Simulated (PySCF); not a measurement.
## AlH₃ + BH → AlH + BH₃

Level: B3LYP in the def2-TZVP basis family, all electrons, no relativity, computed in PySCF with density fitting; open shells unrestricted.

```
species              state and structure      E (Eh)  ZPE (kJ/mol)  H(298 K) − H(0) (kJ/mol)  S° (J/(mol K))
   AlH₃  singlet, D3h, Al–H 1.580 Å (×3)  -244.23256          48.6                      10.6           207.3
     BH        singlet, C∞v, B–H 1.233 Å   -25.29953          14.1                       8.7           171.9
    AlH       singlet, C∞v, Al–H 1.662 Å  -243.00601           9.8                       8.7           187.8
    BH₃   singlet, D3h, B–H 1.189 Å (×3)   -26.62383          68.9                      10.1           188.3
```

(1) What is the electronic reaction energy?

(2) Add zero-point, thermal and entropy terms for 298.15 K and 1 bar.

Answers

(1) At B3LYP/def2-TZVP, ΔE = -256.6 kJ/mol from the differences of the total energies times 2625.5, downhill. Both ends count: the low oxidation state of boron is very reactive, and aluminium holds its high one more weakly.

(2) ΔZPE = 16.0 and Δ[H(298) − H(0)] = -0.5 kJ/mol give ΔH° = -241.1 kJ/mol. ΔS° = -3.1 J/(mol K), so ΔG° = -241.1 − 298.15 × (-0.0031) = -240 kJ/mol.

The structures come from searches over a few start shapes, so lower isomers are not excluded.
